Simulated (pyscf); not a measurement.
5 gas-phase steps of one pattern: addition across a multiple bond or ene-type step on the singlet surface, H–H broken and H–Nb + H–O or H–O + H–Ta formed. PySCF, gas phase, ωB97X-D3(BJ)/def2-SVP geometries. Electronic energies in eV, from the separated reactants; ΔE‡ at ωB97M-D3(BJ)/def2-TZVP, beside the barrier at B3LYP-D3(BJ)/def2-TZVP on the same structures. Rows were drawn at random from the steps of this pattern with a verified saddle, stable references and no exit in the data more than 5 kcal/mol lower.

```json
[
 {"row": "1", "step": "O=Ta(F)(F)–F (SMILES [O]=[Ta]([F])([F])[F]) + H₂ (SMILES [H][H]) → HO–TaH(F)(F)–F (SMILES [OH][TaH]([F])([F])[F])", "ΔE‡(B3LYP-D3(BJ))": "1.23", "ΔE‡": "1.20"},
 {"row": "2", "step": "O=Ta(OH)(OH)–OH (SMILES [O]=[Ta]([OH])([OH])[OH]) + H₂ (SMILES [H][H]) -> HO–TaH(OH)(OH)–OH (SMILES [OH][TaH]([OH])([OH])[OH])", "ΔE‡(B3LYP-D3(BJ))": "1.36", "ΔE‡": "?"},
 {"row": "3", "step": "O=Ta(Cl)(Cl)–Cl (SMILES [O]=[Ta]([Cl])([Cl])[Cl]) + H₂ (SMILES [H][H]) -> HO–TaH(Cl)(Cl)–Cl (SMILES [OH][TaH]([Cl])([Cl])[Cl])", "ΔE‡(B3LYP-D3(BJ))": "1.47", "ΔE‡": "1.46"},
 {"row": "4", "step": "O=Nb(F)(F)–F (SMILES [O]=[Nb]([F])([F])[F]) + H₂ (SMILES [H][H]) → HO–NbH(F)(F)–F (SMILES [OH][NbH]([F])([F])[F])", "ΔE‡(B3LYP-D3(BJ))": "1.56", "ΔE‡": "1.56"},
 {"row": "5", "step": "O=Nb(Cl)(Cl)–Cl (SMILES [O]=[Nb]([Cl])([Cl])[Cl]) + H₂ (SMILES [H][H]) → HO–NbH(Cl)(Cl)–Cl (SMILES [OH][NbH]([Cl])([Cl])[Cl])", "ΔE‡(B3LYP-D3(BJ))": "1.73", "ΔE‡": "1.75"}
]
```

Task: Fit ΔE‡ = a + b·ΔE‡(B3LYP-D3(BJ)) to the other rows and predict row 2.

Result: Over the 4 complete rows the means are +1.50 (ΔE‡(B3LYP-D3(BJ))) and 1.49 (ΔE‡); least squares gives b = 1.10 and a = -0.15 eV, with residuals of 0.01 eV (root mean square; largest 0.01, row 3). For row 2: -0.15 + 1.10 × (+1.36) = 1.35 eV. The computed barrier is 1.34 eV, 0.01 under the line. The line follows the complete rows closely. Each barrier is that of the saddle found. Elements past Kr carry the def2 core potentials, without spin-orbit coupling.
